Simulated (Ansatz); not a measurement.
A calculation with Ansatz (development build ahead of 0.2.0).

```yaml
crystal:
  periodic: [false, false, false]
  atoms:
    - { symbol: H, position_ang: [0.0, 0.0, -1.31091] }
    - { symbol: Cl, position_ang: [0.0, 0.0, 0.07711] }
basis:
  gaussian: { orbitals: def2-TZVP }
hamiltonian:
  xc: hf
correlation:
  method: mp2
  frozen_orbitals: { Cl: 5, H: 0 }
```

The input is written out in the form of the current development build from the run's settings.

The run gave:

```json
{
  "Converged": "yes",
  "Reference energy": "-460.09023 hartree",
  "Correlation energy": "-0.19787 hartree",
  "Total energy": "-460.28810 hartree",
  "Spin squared of the determinant": "0.000"
}
```
